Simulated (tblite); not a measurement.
Species: C4H4F2.
InChI=1S/C4H4F2/c5-3-1-2-4(3)6/h1,4H,2H2/t4-/m1/s1

Computed with GFN2-xTB (tblite): harmonic, unscaled wavenumbers at the GFN2-xTB geometry, gas phase. The method is semi-empirical: single wavenumbers can be off by several per cent or more.

Harmonic wavenumbers (cm⁻¹): 190.1, 231.4, 350.4, 438.1, 590.7, 655.7, 779.5, 856.0, 951.3, 974.7, 1008.9, 1061.8, 1099.5, 1139.0, 1184.0, 1210.0, 1252.4, 1300.4, 1442.7, 1730.3, 2943.2, 3008.1, 3020.2, 3164.2.

A = 5295, B = 3643, C = 2336 MHz; mass 90.028 u (most abundant isotopes); point group C1, symmetry number 1.

Problem. What is the zero-point energy?

Solution. ½Σν̃ = 15291 cm⁻¹ = 43.72 kcal/mol.

Problem. Give the ideal-gas entropy at 298.15 K and 1 bar in the rigid-rotor, harmonic-oscillator model (classical rotation).

Solution. Translation 39.43, rotation 26.37, vibration 7.97: S = 73.8 cal/(mol K).

Problem. And Cp and H(298.15 K) − H(0)?

Solution. Cp = 20.68 cal/(mol K), of which vibrations give 12.73 (their classical limit is 24 R = 47.7); H(298.15 K) − H(0) = 3.90 kcal/mol without the zero-point energy, 1.53 from vibrations.

Problem. What must be added to the electronic energy to get the Gibbs energy at 298.15 K and 1 bar?

Solution. ZPE + [H(298.15 K) − H(0)] − T·S = 43.72 + 3.90 − 22.00 = 25.62 kcal/mol.

Problem. How do the functions run with temperature in this model?

Solution. 
| T (K) | S (cal/(mol K)) | Cp (cal/(mol K)) | H − H(0) (kcal/mol) | G − H(0) (kcal/mol) | ln q(vib) |
| --- | --- | --- | --- | --- | --- |
| 50 | 51.7 | 8.3 | 0.40 | -2.18 | 0.01 |
| 100 | 58.1 | 10.4 | 0.87 | -4.94 | 0.11 |
| 373.15 | 78.9 | 24.9 | 5.61 | -23.82 | 2.12 |
| 500 | 87.0 | 31.0 | 9.17 | -34.35 | 3.40 |
| 750 | 101.3 | 38.9 | 18.00 | -57.95 | 6.08 |
| 1000 | 113.2 | 43.7 | 28.37 | -84.79 | 8.72 |

q(vib) and H(0) count from the zero-point level.

Hindered rotation and anharmonicity are outside this model. The structure is chiral; the term R ln 2 for an equal mix with its mirror image is left out.
